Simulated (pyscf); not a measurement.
A first-order saddle from PySCF, ωB97X-D3(BJ)/def2-SVP:

```xyz
12

N     -2.6795    -0.9640    -0.0914
Al    -1.4370    -0.1812     0.9492
H     -3.6640    -0.7214    -0.0542
H     -2.5817    -1.8903    -0.4940
H     -1.6400     1.4702     0.9147
H     -0.9250    -0.6019     2.3884
C      0.3286     0.1430    -0.2119
C     -0.2153     1.4270    -0.0960
H      1.1923    -0.1326     0.3992
H      0.1461    -0.4298    -1.1260
H     -0.8188     1.8493    -0.9045
H      0.2205     2.1597     0.5892
```
Charge 0, spin multiplicity 1.

Surface: singlet, charge 0. Lowest wavenumbers (cm⁻¹): 784i, 145, 154, 260, 305.

Q: What reaction is this the transition state of?

A: H₂N–AlH₂ (SMILES [NH2][AlH2]) + H₂C=CH₂ (SMILES C=C) <-> H₃C–CH₂–AlH–NH₂ (SMILES C[CH2][AlH][NH2]), an addition across a multiple bond or ene-type step read from left to right: Al–H broken and Al–C, C–H formed. At CCSD(T)/def2-TZVPP + ΔMP2(QZVPP) it lies +46.9 kJ/mol from the left side and +176.0 kJ/mol from the right (each side as separated species at their lowest minima found). On the reactant side the descent ends in a bound adduct, 37.9 kJ/mol under the separated species and 68.0 kJ/mol under the saddle at ωB97X-D3(BJ)/def2-TZVP. At the saddle there is also a short Al–C contact that neither side keeps. At ωB97X-D3(BJ) the barrier from the zero used here is 30.1 kJ/mol. H₃C–CH₂–AlH–NH₂ lies 62.3 kJ/mol over its isomer H₃C–Al(CH₃)–NH₂, and others may lie lower still (electronic energy, ωB97M-D3(BJ)). One saddle was located; it need not be the lowest between these sides. The CCSD(T) − MP2 part came from Ansatz, without density fitting, on the same reference.
